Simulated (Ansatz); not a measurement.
**SiCl (doublet): the correlation ladder at distance Si1–Cl2 = 2.067 Å, 6-31G**

Aim: climb from Hartree-Fock through coupled cluster and multireference methods for SiCl (doublet) at one geometry and basis, and see what each rung misses.

Computed with Ansatz 0.2.0, Gaussian basis. Level: 6-31G, core rule «outside noble gas», up to 10 orbitals frozen.

The runs, in order: UHF; CCSD(T) on ROHF; CCSD(T) on UHF; BCCD(T) on ROHF; CISD as a restricted active space (open shells left free, so some higher excitations enter); CCSDT(Q) on ROHF; CCSDT(Q) on UHF; CISDTQ; CCSDTQ on ROHF; CCSDTQ on UHF; CASSCF and MRCISD+Q, 3 electrons in 3 orbitals; CASSCF and NEVPT2, 3 electrons in 3 orbitals; CASSCF and MRCISD+Q, 11 electrons in 8 orbitals; CASSCF and NEVPT2, 11 electrons in 8 orbitals; Full CI.

33 further runs of the same task are left out: 2 for a known fault of the program, 28 that didn't finish, 3 set aside as unsound or not needed. Runs told in other sessions of the task aren't counted.

## 1. What is computed

The geometry derives from a PBE0/def2-TZVP stationary point (not a proven minimum). One bond is set to the value named and the two fragments are kept rigid.

2 atoms, charge 0, spin multiplicity 2.

Atoms are counted from 1 here; the program's logs count them from 0.

Bond lengths: Si1–Cl2 2.067 Å.

As a file:

```xyz
2

Si    0.00000    0.00000    0.00000
Cl    0.00000    0.00000    2.06710
```

## 2. UHF

in.yaml reads:

```yaml
crystal:
  periodic: [false, false, false]
  atoms:
    - {symbol: Si, position_ang: [0.000000, 0.000000, 0.000000]}
    - {symbol: Cl, position_ang: [0.000000, 0.000000, 2.067100]}
basis:
  gaussian: {orbitals: 6-31G}
magnetization: {spin_polarized: true, initial_magnetization: 1}
hamiltonian: {xc: hf}
output: {orbitals: {seedname: orbitals}}
```

Run with:

```bash
> ansatz run in.yaml --threads 1 --pin off --events-out ev --progress --plain --max-ram 2393MiB
```

The runs that follow: CCSD(T) on ROHF; CCSD(T) on UHF; BCCD(T) on ROHF; CISD as a restricted active space (open shells left free, so some higher excitations enter); CCSDT(Q) on ROHF; CCSDT(Q) on UHF; CISDTQ; CCSDTQ on ROHF; CCSDTQ on UHF; CASSCF and MRCISD+Q, 3 electrons in 3 orbitals; CASSCF and NEVPT2, 3 electrons in 3 orbitals; CASSCF and MRCISD+Q, 11 electrons in 8 orbitals; CASSCF and NEVPT2, 11 electrons in 8 orbitals; Full CI.

Before running them: what should the planned runs give, taken together? Wanted: FCI from the RHF energy; RMP2 from FCI; UMP2 from FCI; RCCSD from FCI; RCCSD(T) from FCI; UCCSD(T) from FCI; RCCSDT(Q) from FCI; UCCSDT(Q) from FCI; NEVPT2 pair from FCI.

**Answer**, as computed:

```
                         quantity                                                                                                                         value
          FCI from the ROHF energy                                                                                                                    -2.3708 eV
                    RMP2 from FCI                                                                                                                  +46.1 kJ/mol
                    UMP2 from FCI                                                                                                                  +45.9 kJ/mol
                   RCCSD from FCI                                                                                                                   +6.8 kJ/mol
                RCCSD(T) from FCI                                                                                                                   +1.1 kJ/mol
                UCCSD(T) from FCI                                                                                                                   +1.1 kJ/mol
               RCCSDT(Q) from FCI                                                                                                                   +0.1 kJ/mol
               UCCSDT(Q) from FCI                                                                                                                   -0.1 kJ/mol
             NEVPT2 pair from FCI                                                                                                                  +39.1 kJ/mol
           MRCISD+Q pair from FCI                                                                                                                   +3.2 kJ/mol
          NEVPT2 valence from FCI                                                                                                                  +33.9 kJ/mol
levels within 1 kcal/mol (43 meV)  RCCSD(T), UCCSD(T), BCCD(T), RCCSDT, UCCSDT, CISDTQ, RCCSDT(Q), UCCSDT(Q), RCCSDTQ, UCCSDTQ, MRCISD+Q pair, MRCISD+Q valence
                    T1 diagnostic                                                                                                                         0.019
   effectively unpaired electrons                                                                                                                          1.04
```

What this shows: RCCSD(T) lands +1.1 kJ/mol from the yardstick (0.5 % of the correlation energy). One determinant dominates. Of the multireference levels listed MRCISD+Q valence comes nearest in total energy (+1.4 kJ/mol), which doesn't show that its space is the better one. These misses are within one basis, not against nature; the frozen cores of restricted and unrestricted runs differ, which can shift their rows.

Levels on UHF freeze UHF's core orbitals, full CI those of ROHF, so the U rows can settle a little off it for that reason alone.

With open shells the CI space here admits some higher excitations, so it is larger than plain CISD.
